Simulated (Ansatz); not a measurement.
## Ansatz (development build ahead of 0.2.0) run

```yaml
crystal:
  periodic: [false, false, false]
  atoms:
    - { symbol: "N", position_ang: [0.0, 0.0, 0.63305] }
    - { symbol: O, position_ang: [0.0, 0.0, -0.63305] }
basis:
  gaussian: { orbitals: STO-3G }
magnetization:
  initial_magnetization: 1
hamiltonian:
  xc: hf
correlation:
  method: ccsd_t
  frozen_orbitals: { "N": 1, O: 1 }
```

The input is written out in the form of the current development build from the run's settings. Correlation on restricted open-shell orbitals is semicanonical, with singles.

Results

```json
{"Converged": "yes", "Reference energy": "-127.51532 hartree", "CCSD correlation energy": "-0.15591 hartree", "Triples correction": "-0.00521 hartree", "Total energy": "-127.67644 hartree", "Spin squared of the determinant": "0.750"}
```
